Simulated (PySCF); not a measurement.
Method: B3LYP-D3(BJ)/def2-TZVP (PySCF 2.14.0). All species are isolated molecules in the gas phase. B3LYP has the VWN-RPA correlation part, as in Gaussian. Excitations are Tamm–Dancoff values on a coarser integration grid. The basis has no diffuse functions, so Rydberg states are missing or too high.

Reference species (SMILES): `CCBr` (neutral, multiplicity 1).

The HOMO is -7.58 eV and the S1 oscillator strength comes out as 0.001. The S1–T1 gap (TDA) is 0.69 eV.

After one change: the HOMO falls by 0.47 eV; the S1 oscillator strength is nearly the same; the S1–T1 gap (TDA) goes up by 0.09 eV.

Task: What was changed between the two runs? The new species is one of these.
A. `CCCl`
B. `CCC1CC1` (C–C–C–C torsion 155°)
C. `CCOC` (C–C–O–C torsion 73°)
D. `CCN`

Result: A, `CCCl`
